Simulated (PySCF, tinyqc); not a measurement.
A ladder of methods, and size consistency: correlation methods against full CI in the sto-6g basis, for BH, spin multiplicity 1. Computed by the program tinyqc with PySCF. All electrons correlated; +Q is the Davidson correction (1 - c0^2) E_corr. The last columns treat two copies 100 angstrom apart as one system. FCI is the lowest singlet.

Geometry (angstrom):
```
atom       x       y       z
B     0.0000  0.0000  0.0000
H     0.0000  0.0000  1.5440
```

RHF energy of one = -24.961033 hartree

Correlation energies (hartree):
```
method   E_corr of one  share of FCI (%)  E_corr of two at 100 angstrom  two minus twice one (mhartree)
MP2          -0.037744           52.2665                      -0.075488                          0.0000
CISD         -0.068958           95.4898                      -0.127342                         10.5733
CISD+Q       -0.075187          104.1158                      -0.145405                          4.9691
CCSD         -0.072044           99.7632                      -0.144088                          0.0000
CCSD(T)      -0.072102           99.8437                      -0.144204                          0.0000
FCI          -0.072215          100.0000                              -                               -
```

What does the comparison show, and why?

MP2 recovers 52 %, CISD 95.5 % and CCSD 99.8 % of the FCI value (c0^2 = 0.910 in CISD). MP2 and coupled cluster are size consistent, so their last column vanishes; CISD loses 10.57 mhartree, since a double excitation on each copy is a quadruple of the pair, and the Davidson correction leaves +4.97. The restricted reference is unstable here: a spin-polarised solution lies 0.0075 hartree lower (PySCF), so results built on it describe a poor reference.
